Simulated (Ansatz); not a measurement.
We consider tetragonal perovskite BaTiO3 (room-temperature form, which distorts further on cooling), described by r²SCAN+SOC (PAW; Ansatz, an electronic-structure program).

Numerical settings: plane-wave cutoff 560 eV, 8×8×8 k mesh, Fermi–Dirac smearing 0.01 eV, PAW data made under PBE.

The volume scan:

```csv
V (Å³/atom),E − E_lowest (meV/atom)
12.460,8.51
12.719,1.99
12.979,0.00
13.238,1.71
13.498,6.37
```

### Question
Fit the third-order Birch–Murnaghan equation and give B0 and B′.

### Answer
V0 = 12.979 Å³/atom, B0 = 113 GPa, B′ = 9.7 (fit to the energies at full precision).

Shape and atoms are relaxed at each volume.

Note: the relaxation could not lower the start's symmetry, so the cell can be a saddle point above a distorted one; the bulk modulus comes from volumes at which shape and atoms were relaxed.

Static lattice: no zero-point or thermal effects.
